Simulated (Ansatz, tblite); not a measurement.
Cost and result up the ladder for MgCl₂⁻ (3 atoms). Charge -1, multiplicity 2. Geometry: PBE0-D4/def2-TZVPD.

```xyz
3

Mg    0.565    0.518   -0.165
Cl    0.620   -1.609   -1.065
Cl   -1.184    1.091    1.230
```

Ansatz on 4 threads of Arm Neoverse V1 on a shared host; xTB runs through tblite on one thread. Times are rough, summed over both states, and most runs start from the orbitals of an earlier one. CCSD(T)/def2-TZVPPD serves as the yardstick here, not as an exact answer. The other state is a singlet.

The xTB rows come from tblite. Correlated methods freeze 11 core orbitals; core or outer-core shells of Mg are correlated, in sets that lack core-valence functions. The structure comes from a short search, and lower isomers may exist.

Correlated methods converge slowly with the basis.

Raw xTB energies of ions are shifted by several eV, and xTB has no spin-polarisation term.

| level | functions | wall time | vertical IE (eV) | difference from CCSD(T)/def2-TZVPPD (eV) | remarks |
| --- | --- | --- | --- | --- | --- |
| GFN1-xTB | 22 | 0.005 s | 7.77 | 5.99 | – |
| GFN2-xTB | 27 | 0.006 s | 6.27 | 4.49 | – |
| PBE-D4/def2-TZVPD | 127 | 1.9 s | 1.84 | 0.07 | HOMO above zero (-1 doublet) |
| PBE0-D4/def2-TZVPD | 127 | 2.5 s | 1.90 | 0.12 | – |
| r2SCAN-D4/def2-TZVPD | 127 | 4.7 s | 1.87 | 0.09 | HOMO above zero (-1 doublet) |
| CCSD(T)/def2-TZVPPD | 137 | 16 s | 1.78 | 0.00 | – |
